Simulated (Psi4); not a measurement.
# quartet SiH2Cl at 6 levels

Wanted: a comparison of 6 runs (U-r2SCAN/cc-pVTZ, U-revPBE/cc-pVTZ, UBLYP/cc-pVTZ, UM06-L/cc-pVTZ, UPBE/cc-pVTZ, UTPSS/cc-pVTZ) of quartet SiH2Cl. 

The results are computed with Psi4 1.11.

1 further run of the same task is left out (set aside as unsound or not needed).

### 1 The molecule

SiH2Cl has 4 atoms, charge 0, and is taken as a quartet. SMILES of the parent species: `[SiH2]Cl`. Geometry: relaxed at GFN2-xTB. That shape belongs to the parent species and isn't relaxed for this state.

Bond lengths: Si1–Cl2 2.022 Å, Si1–H3 1.451 Å, Si1–H4 1.451 Å. Angles: Cl2–Si1–H3 110.3°, Cl2–Si1–H4 110.2°, H3–Si1–H4 114.9°.

### 2 The energy at U-r2SCAN/cc-pVTZ (run 1)

Input file job.dat:

```
memory 1600 MB

molecule system {
  0 4
  Si    -0.283580     0.237700     0.131590
  Cl     1.597690    -0.059610     0.811090
  H     -1.065000    -0.978280     0.263310
  H     -0.249110     0.800200    -1.205980
  units angstrom
  symmetry c1
}

set basis cc-pVTZ
set reference uks
set puream true
set e_convergence 1e-09
set d_convergence 1e-08
set scf_type pk
set dft_radial_points 99
set dft_spherical_points 590
set maxiter 200

e, wfn = energy('r2scan', return_wfn=True)
```

Launch:

```sh
$ psi4 -n 1 job.dat job.out
```

job.out:

```text
[...]
  Running in c1 symmetry.
[...]
  Nuclear repulsion =   78.978688451799243
[...]
  Multiplicity = 4
[...]
  Nalpha       = 18
  Nbeta        = 15
[...]
    Number of basis functions: 96
[...]
   @UKS iter   1:  -750.46758512406132    1.93991e-01   4.44946e-03 DIIS/ADIIS
[...]
   @UKS iter  16:  -750.59782627429831   -2.04636e-12   2.77869e-09 DIIS
[...]
   @S^2 Observed:                3.755872462E+00
[...]
  @UKS Final Energy:  -750.59782627429831
   => Energetics <=
    Nuclear Repulsion Energy =             78.9786884517992434
    One-Electron Energy =               -1193.8886557429236746
    Two-Electron Energy =                 414.1101676856753215
    DFT Exchange-Correlation Energy =     -49.7980266688491398
    Empirical Dispersion Energy =           0.0000000000000000
    VV10 Nonlocal Energy =                  0.0000000000000000
    Total Energy =                       -750.5978262742983134
[...]
 Multipole Moments:
 ------------------------------------------------------------------------------------
     Multipole            Electronic (a.u.)      Nuclear  (a.u.)        Total (a.u.)
 ------------------------------------------------------------------------------------
 L = 1.  Multiply by 2.5417464519 to convert [e a0] to [Debye]
 Dipole X            :          3.8019453           -3.4048088            0.3971365
 Dipole Y            :         -0.0144600           -0.1734506           -0.1879106
 Dipole Z            :          2.0815385           -2.0930649           -0.0115264
 Magnitude           :                                                    0.4395004
[...]
```

Run time: 70 s. Hardware: 1 thread of Intel Xeon Platinum 8259CL at 2.50GHz (Skylake/Cascade Lake), shared host; peak memory 1.1 GiB.

### 3 The energy at U-revPBE/cc-pVTZ (run 2)

Input file clh2si.inp:

```
memory 1600 mb

molecule geom {
  0 4
  Si    -0.53588853     0.44918790     0.24866906
  Cl     3.01919653    -0.11264657     1.53273796
  H     -2.01255832    -1.84868127     0.49758379
  H     -0.47074967     1.51215884    -2.27897191
  units bohr
  symmetry c1
}

set basis cc-pVTZ
set reference uks
set puream true
set e_convergence 1e-09
set d_convergence 1e-08
set scf_type pk
set dft_radial_points 99
set dft_spherical_points 590
set maxiter 200

E = energy("revpbe")
```

Launch:

```sh
$ psi4 -n 1 clh2si.inp clh2si.out
```

clh2si.out:

```text
[...]
  Running in c1 symmetry.
[...]
  Nuclear repulsion =   78.978688623151612
[...]
  Multiplicity = 4
[...]
  Nalpha       = 18
  Nbeta        = 15
[...]
    Number of basis functions: 96
[...]
   @UKS iter   1:  -750.36176062933873    2.30759e-01   4.81421e-03 DIIS/ADIIS
[...]
   @UKS iter  14:  -750.51764590732057   -9.66338e-12   5.38316e-09 DIIS
[...]
   @S^2 Observed:                3.752561154E+00
[...]
  @UKS Final Energy:  -750.51764590732057
   => Energetics <=
    Nuclear Repulsion Energy =             78.9786886231516121
    One-Electron Energy =               -1193.8052999959290901
    Two-Electron Energy =                 413.9989124737519433
    DFT Exchange-Correlation Energy =     -49.6899470082949790
    Empirical Dispersion Energy =           0.0000000000000000
    VV10 Nonlocal Energy =                  0.0000000000000000
    Total Energy =                       -750.5176459073205706
[...]
 Multipole Moments:
 ------------------------------------------------------------------------------------
     Multipole            Electronic (a.u.)      Nuclear  (a.u.)        Total (a.u.)
 ------------------------------------------------------------------------------------
 L = 1.  Multiply by 2.5417464519 to convert [e a0] to [Debye]
 Dipole X            :          3.7996282           -3.4048088            0.3948194
 Dipole Y            :         -0.0176600           -0.1734506           -0.1911106
 Dipole Z            :          2.0770117           -2.0930649           -0.0160532
 Magnitude           :                                                    0.4389343
[...]
```

Wall time 35 s (1 thread of Intel Xeon Platinum 8259CL at 2.50GHz (Skylake/Cascade Lake), shared host); peak memory 0.86 GiB.

Runs 3 to 5 aren't shown in full; the table further down has their settings and results.

### 4 A single-point energy at UTPSS/cc-pVTZ (run 6)

Input file job.py:

```python
import psi4

psi4.set_memory('1600 MB')
psi4.set_num_threads(1)
psi4.set_output_file('output.dat', False)

molecule = psi4.geometry("""
0 4
Si    -0.283580     0.237700     0.131590
Cl     1.597690    -0.059610     0.811090
H     -1.065000    -0.978280     0.263310
H     -0.249110     0.800200    -1.205980
symmetry c1
""")

options = {'basis': 'cc-pVTZ', 'reference': 'uks', 'puream': True, 'e_convergence': 1e-09, 'd_convergence': 1e-08, 'scf_type': 'pk', 'dft_radial_points': 99, 'dft_spherical_points': 590, 'maxiter': 200}
psi4.set_options(options)

energy_value = psi4.energy('tpss')
print('E =', round(energy_value, 9))
```

Launch:

```sh
$ python job.py
```

output.dat:

```text
[...]
  Running in c1 symmetry.
[...]
  Nuclear repulsion =   78.978688451799243
[...]
  Multiplicity = 4
[...]
  Nalpha       = 18
  Nbeta        = 15
[...]
    Number of basis functions: 96
[...]
   @UKS iter   1:  -750.56474640588078    2.04161e-01   4.58361e-03 ADIIS/DIIS
[...]
   @UKS iter  15:  -750.70387508140914   -1.93268e-12   3.90440e-09 DIIS
[...]
   @S^2 Observed:                3.753651084E+00
[...]
  @UKS Final Energy:  -750.70387508140914
   => Energetics <=
    Nuclear Repulsion Energy =             78.9786884517992434
    One-Electron Energy =               -1193.8507179602806900
    Two-Electron Energy =                 414.0613200256090067
    DFT Exchange-Correlation Energy =     -49.8931655985366476
    Empirical Dispersion Energy =           0.0000000000000000
    VV10 Nonlocal Energy =                  0.0000000000000000
    Total Energy =                       -750.7038750814091372
[...]
 Multipole Moments:
 ------------------------------------------------------------------------------------
     Multipole            Electronic (a.u.)      Nuclear  (a.u.)        Total (a.u.)
 ------------------------------------------------------------------------------------
 L = 1.  Multiply by 2.5417464519 to convert [e a0] to [Debye]
 Dipole X            :          3.8227787           -3.4048088            0.4179699
 Dipole Y            :         -0.0180948           -0.1734506           -0.1915454
 Dipole Z            :          2.0889983           -2.0930649           -0.0040666
 Magnitude           :                                                    0.4597880
[...]
```

Standard output:

```text
E = -750.703875081
```

It took 77 s on 1 thread of Intel Xeon Platinum 8259CL at 2.50GHz (Skylake/Cascade Lake), shared host; peak memory 1.1 GiB.

### 5 Overview of the runs

```csv
run,level,task,energy (Eh),dipole moment (D),HOMO energy (eV),⟨S²⟩,wall time
1,U-r2SCAN/cc-pVTZ,energy,-750.597826,1.12,-1.68,3.756,70 s
2,U-revPBE/cc-pVTZ,energy,-750.517646,1.12,-1.53,3.753,35 s
3,UBLYP/cc-pVTZ,gradient,-750.649315,0.97,-1.33,3.753,65 s
4,UM06-L/cc-pVTZ,energy,-750.633203,1.23,-1.33,3.755,58 s
5,UPBE/cc-pVTZ,gradient,-750.320207,1.04,-1.59,3.752,69 s
6,UTPSS/cc-pVTZ,energy,-750.703875,1.17,-1.51,3.754,77 s
```

### 6 Summary of results

| quantity | value |
| --- | --- |
| run 6: total energy | -750.70388 Eh |
| run 6: dipole moment | 1.17 D |
| run 6: HOMO energy (highest over α and β) | -1.51 eV |
| run 6: ⟨S²⟩ | 3.754 |

**Reading.** The dipole moment (its size) runs from 0.97 D (UBLYP/cc-pVTZ) to 1.23 D (UM06-L/cc-pVTZ). Totals of different functionals can't be ranked against each other. All runs together took 6.2 min, the longest 77 s.
